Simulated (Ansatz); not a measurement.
# How methods differ on [AlH4]− (SMILES [AlH4-])

[AlH4]−: 5 atoms, total charge -1, spin state singlet. As SMILES, `[AlH4-]`. The shape comes from GFN2-xTB, which is rough for such elements, and wasn't checked as a minimum.

| atom | x (Å) | y (Å) | z (Å) |
| --- | --- | --- | --- |
| Al | 0.0000 | 0.0001 | -0.0011 |
| H | 1.4435 | -0.5043 | 0.5564 |
| H | -1.1830 | -0.6045 | 0.9391 |
| H | -0.2038 | -0.5171 | -1.5307 |
| H | -0.0567 | 1.6259 | 0.0362 |

Quantity: the energy change with the Al1–H2 bond stretched from 1.628 to 2.034 Å, in eV. The values are calculated.

```
                       level                    kind  program  value (eV)  less FCI/3-21G  CPU time (all runs)
    SVWN5/3-21G (restricted)                     LDA   Ansatz        0.41           +0.06                1.1 s
   revPBE/3-21G (restricted)                     GGA   Ansatz        0.36           +0.01                1.7 s
   r2SCAN/3-21G (restricted)                meta-GGA   Ansatz        0.42           +0.07                3.8 s
    BHLYP/3-21G (restricted)           global hybrid   Ansatz        0.48           +0.13                1.8 s
CAM-B3LYP/3-21G (restricted)  range-separated hybrid   Ansatz        0.46           +0.11                2.2 s
   B2PLYP/3-21G (restricted)           double hybrid   Ansatz        0.43           +0.08                2.5 s
  RPA@PBE/3-21G (restricted)                     RPA   Ansatz        0.33           -0.02                2.5 s
  CCSD(T)/3-21G (restricted)   coupled cluster or CI   Ansatz        0.36           +0.01               0.32 s
    CCSDT/3-21G (restricted)   coupled cluster or CI   Ansatz        0.35            0.00               0.65 s
                   FCI/3-21G      exact in the basis   Ansatz        0.35            0.00                 21 s
```

FCI/3-21G is exact within its basis and frozen core, so for wave-function methods in that basis the difference is their error; functionals converge differently with the basis, so for them it is only a difference. Sets without diffuse functions describe the anion poorly. The first shape isn't each level's own minimum. The values span 0.33 to 0.48 eV. All rows use very small basis sets, so none should be taken for the real molecule's value. Times are those of the runs behind each value, whatever else they computed, on shared processors of several kinds: orders of magnitude only.
